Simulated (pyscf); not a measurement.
Thermochemistry of product channels of F–GeH(F)–F + NH₃ on the singlet surface, in kcal/mol, from ωB97M-D3(BJ)/def2-TZVP energies (ideal gas, 1 atm, RRHO with modes under 100 cm⁻¹ raised to 100, one conformer, R ln 2 for chiral ones without a mode under 150 cm⁻¹). Single points on ωB97X-D3(BJ)/def2-SVP structures (PySCF, gas phase).

| products | ΔE | ΔH(298 K) | ΔG(298 K) | ΔG(900 K) |
|---|---|---|---|---|
| HF + H₂N–GeH(F)–F | (withheld) | +10.5 | +9.9 | +7.7 |
| H₂N–Ge(F)(F)–F + H₂ | (withheld) | -3.1 | -2.1 | -2.1 |

**Question.** What belongs in the gaps?

**Answer.** 
- HF + H₂N–GeH(F)–F, ΔE: +11.2
- H₂N–Ge(F)(F)–F + H₂, ΔE: +0.3

These are energies of the channels, which say nothing of barriers. Elements up to Kr have no core potential and no relativistic terms here.
